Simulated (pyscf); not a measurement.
•O–OH + methane (CH₄) → hydrogen peroxide (HO–OH) + methyl (CH₃•) (hydrogen abstraction; doublet surface; C–H broken, H–O formed). Single points on ωB97X-D3(BJ)/def2-SVP structures (PySCF, gas phase). Correlated levels are frozen-core, on RHF or UHF. ΔMP2 is the change of the MP2 total energy from the triple- to the quadruple-zeta basis. Energies in kcal/mol from the separated reactants.

```csv
level,barrier,reaction energy
PBE/def2-TZVP,?,+24.6
M06-2X/def2-TZVP,26.2,+20.8
ωB97M-D3(BJ)/def2-TZVP,27.9,+22.5
HF/def2-TZVP,43.1,+22.8
MP2/def2-QZVPP,23.3,+13.4
CCSD/def2-TZVPP,29.2,+18.9
CCSD(T)/def2-TZVPP + ΔMP2(QZVPP),?,?
```

### Question
Fill in the missing entries.

### Answer

- PBE/def2-TZVP, barrier: 20.4
- CCSD(T)/def2-TZVPP + ΔMP2(QZVPP), barrier: 26.5
- CCSD(T)/def2-TZVPP + ΔMP2(QZVPP), reaction energy: +18.4

At PBE this geometry lies under the product side: in single points on another level's saddle the reverse barrier vanishes, and the forward threshold there is about the reaction energy. One saddle was located; it need not be the lowest between these sides. The angle at the transferred H is 174°. The CCSD(T) − MP2 part came from Ansatz, without density fitting, on the same reference.
